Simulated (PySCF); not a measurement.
**Orbital picture of LiO**

PBE0 at R = 1.682 Å; basis Li def2-TZVP, O def2-TZVP; no relativity; PySCF 2.14. State: ²Π (doublet), unpaired electrons π ↑. Only the outer orbitals are listed, counted within each symmetry.

| spin | orbital | occ. | ε (eV) | on Li (%) | main shells (%) |
| --- | --- | --- | --- | --- | --- |
| α | 2σ | 1 | -54.78 | 100 | 100 Li s |
| α | 3σ | 1 | -23.12 | 1 | 98 O s |
| α | 1π | 1 | -8.33 | 2 | 98 O p |
| α | 4σ | 1 | -6.80 | 4 | 95 O p |
| α | 1π | 1 | -6.39 | 5 | 95 O p |
| α | 5σ | 0 | -1.21 | 100 | 81 Li s, 19 Li p |
| α | 2π | 0 | 1.09 | 101 | 101 Li p |
| α | 2π | 0 | 1.22 | 99 | 99 Li p |
| β | 2σ | 1 | -54.79 | 100 | 100 Li s |
| β | 3σ | 1 | -20.86 | 2 | 98 O s |
| β | 4σ | 1 | -6.12 | 5 | 94 O p |
| β | 1π | 1 | -5.67 | 6 | 94 O p |
| β | 1π | 0 | -1.45 | 24 | 75 O p, 24 Li p |
| β | 5σ | 0 | -1.18 | 100 | 79 Li s, 20 Li p |
| β | 2π | 0 | 1.23 | 97 | 97 Li p |

Which are the highest filled and the lowest empty level, where do they sit, and how wide is the gap?

Highest filled β 1π at -5.67 eV (in %: 94 O p); lowest empty β 1π at -1.45 eV (in %: 75 O p, 24 Li p); the gap at PBE0 is 4.22 eV. Both belong to one degenerate shell, split only by its one-sided filling, so this is no excitation gap.

The bond order (Mayer) is 0.49 and the ⟨S²⟩ is 0.754. The charge on Li (Mulliken, basis-dependent) is 0.74. The charge on Li (Löwdin, basis-dependent) is 0.59. The dipole moment (positive dipole means Li(−)O(+)) is -6.48 D.

Shares are Mulliken populations and can fall outside 0 to 100 %.

The state was picked by a PBE0 search and need not be the measured ground state.
